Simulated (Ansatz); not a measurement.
Input for Ansatz (development build ahead of 0.2.0):

```yaml
crystal:
  periodic: [false, false, false]
  atoms:
    - { symbol: C, position_ang: [-0.07731, 0.00941, -0.6595] }
    - { symbol: F, position_ang: [0.02249, 0.00609, 0.71035] }
    - { symbol: H, position_ang: [0.03138, -1.16279, -0.99226] }
    - { symbol: H, position_ang: [-0.83741, 0.50867, -1.02071] }
    - { symbol: H, position_ang: [0.83905, 0.47034, -1.06204] }
basis:
  gaussian: { orbitals: cc-pVDZ }
hamiltonian:
  xc: hf
correlation:
  method: mp2
  frozen_orbitals: { C: 1, F: 1, H: 0 }
```

The input is written out in the form of the current development build from the run's settings.

The run gave:

| Quantity | Value |
| --- | --- |
| Converged | yes |
| Reference energy | -139.02139 hartree |
| Correlation energy | -0.33451 hartree |
| Total energy | -139.35590 hartree |
| Spin squared of the determinant | 0.000 |

Caution: bonds are stretched, where a single reference can fail; stretched shape with no unrestricted run beside it, a lower state can exist.
